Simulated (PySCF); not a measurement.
**Argon: a sound run and one with changed settings**

Sound run: Ar [Ar], Ar⁺ [Ne] 3s2 3p5. All numbers are calculated (PySCF 2.14, no relativity, point nucleus, in cc-pV(T+d)Z (5s4p3d1f, 39 functions)). In the sound run the correlated levels freeze [Ne]. The sound run starts from symmetry-adapted Hartree-Fock orbitals and uses a fine grid where one is needed.

Changed run: the spin-free X2C one-electron Hamiltonian (Gaussian nucleus). This setting is unsound on purpose.

```csv
species,method,sound run (hartree),changed run (hartree),converged
Ar,UHF,-526.81313,-528.39713,yes
Ar,M06-L,-527.53753,-529.12104,yes
Ar,MN15,-527.45870,-529.03914,yes
Ar,MP2,-527.02018,-528.60429,yes
Ar,CCSD(T),-527.04546,-528.62951,yes
Ar⁺,UHF,-526.27765,-527.86225,yes
Ar⁺,M06-L,-526.95714,-528.54105,yes
Ar⁺,MN15,-526.87785,-528.45898,yes
Ar⁺,MP2,-526.44384,-528.02847,yes
Ar⁺,CCSD(T),-526.47435,-528.05887,yes
```

Ionisation energy of Ar:

```
 method  sound run (eV)  changed run (eV)
    UHF          14.571            14.555
  M06-L          15.793            15.782
   MN15          15.806            15.787
    MP2          15.683            15.669
SCS-MP2          15.580            15.566
   CCSD          15.500            15.486
CCSD(T)          15.541            15.528
```

Most of the change in total energy is the relativistic energy itself. On top of that the contraction fixes the core shape for the Hamiltonian it was made with, so the changed run is not a good calculation with the other Hamiltonian either.

For comparison, NIST gives 15.760 eV between the lowest levels.
